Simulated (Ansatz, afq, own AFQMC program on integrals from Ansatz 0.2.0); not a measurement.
## AlNH3, quartet in cc-pVTZ, levels against CCSDT(Q)

```xyz
5

Al   -0.9686    0.0000    0.0000
H    -1.7615    1.3734    0.0000
H    -1.7615   -1.3734    0.0000
H     0.7904    0.0000    0.0000
N     2.0624    0.0000    0.0000
```

Connectivity, by distances: AlH2 ··· N, 1 bridging H.

Basis cc-pVTZ. Noble-gas cores (and the filled d shells of Ga–Kr and In–Xe) are frozen. Integrals, coupled cluster, full CI and functionals: Ansatz 0.2.0; the random walks run on the same integrals in our own AFQMC program. ph-AFQMC/CISD is guided by a CISD state made of CCSD amplitudes; releasing the constraint for a short imaginary time cuts its bias at the price of noise, slowly where states lie close. Uncertainties: one standard error, sampling alone.

Determinant: UHF, the one that the program's search chose, which needn't be the lowest solution. The geometry is a point of a scan.

No full CI on the walks' own integrals is used here; CCSDT(Q) serves as the reference and is uncertain by about the last step of the cluster series.

Cautions: lower spins were not checked; the released energies are still falling, so no released level is given (meV from the phaseless value at times in 1/Eh: -4 ± 4 at 0.24, -7 ± 5 at 0.51, -9 ± 5 at 0.99, -16 ± 5 at 1.62, -10 ± 9 at 2.40), though the last usable value meets CCSDT(Q) within the noise.

The T1 diagnostic is 0.0187, the weight of the determinant in the CISD state is 0.884 and the ⟨S²⟩ of the determinant is 3.797. The size of the correlated space is 11 electrons in 100 orbitals.

Reference: CCSDT(Q), correlation energy -7.099 eV.

```csv
level,E − E(reference) (kJ/mol),share of correlation (%)
HF,684.9,0.00
MP2,128.9,81.17
CCSD,21.6,96.84
CCSD(T),3.8,99.44
CCSDT,0.7,99.90
ph-AFQMC/CISD,0.8 ± 0.4,99.88
```

A walk keeps the symmetry of its determinant, which the program's search chose and which needn't be the lowest solution, so a lower state of the same spin and another symmetry isn't excluded.
